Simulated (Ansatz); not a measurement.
# AlCO+ (quintet): from Hartree-Fock to the top rungs, def2-QZVPP

An exercise on one series of results from a longer session: the logs are not shown, and one member is left open.

Computed with Ansatz 0.2.0, Gaussian basis. Level: def2-QZVPP, core rule «outside noble gas», up to 7 orbitals frozen.

The runs, in order: UHF; ROHF; CCSD(T) on UHF.

3 further runs of the same task are left out: 1 that didn't finish, 2 set aside as unsound or not needed.

## What is computed

The geometry is a PBE0/def2-TZVP stationary point (not a proven minimum) of the parent state, kept for this charge and spin.

3 atoms, charge 1, spin multiplicity 5.

Atoms are counted from 1 here; the program's logs count them from 0.

Bond lengths: C1–Al2 1.893 Å, Al2–O3 1.598 Å. Angles: C1–Al2–O3 180.0°.

Geometry (Å):

```xyz
3

C     0.0000    0.0000    1.7943
Al    0.0000    0.0000   -0.0983
O     0.0000    0.0000   -1.6960
```

The first run:

Contents of in.yaml:

```yaml
crystal:
  periodic: [false, false, false]
  atoms:
    - {symbol: C, position_ang: [0.000000, 0.000000, 1.794300]}
    - {symbol: Al, position_ang: [0.000000, 0.000000, -0.098300]}
    - {symbol: O, position_ang: [0.000000, 0.000000, -1.696000]}
basis:
  gaussian: {orbitals: "def2-QZVPP.json"}
total_charge: 1
magnetization: {spin_polarized: true, initial_magnetization: 4}
hamiltonian: {xc: hf}
output: {orbitals: {seedname: orbitals}}
```

Launch:

```console
$ ansatz run in.yaml --threads 1 --pin off --events-out ev --progress --plain --max-ram 2393MiB
```

Steps of the session up to this table: UHF; ROHF; CCSD(T) on UHF.

One table of the session follows, with a row left open; its other results are not shown here.

| method | from UCCSD(T) (kJ/mol) |
| --- | --- |
| ROHF | +945.6 |
| UHF | +929.8 |
| UMP2 | +99.0 |
| UCCSD | ? |
| UCCSD(T) | 0 |

**Question.** Estimate the row for UCCSD.

**Answer.** from UCCSD(T) (kJ/mol): +32.3. In the column «from UCCSD(T) (kJ/mol)» it lies between UCCSD(T) (0) and UMP2 (+99.0).
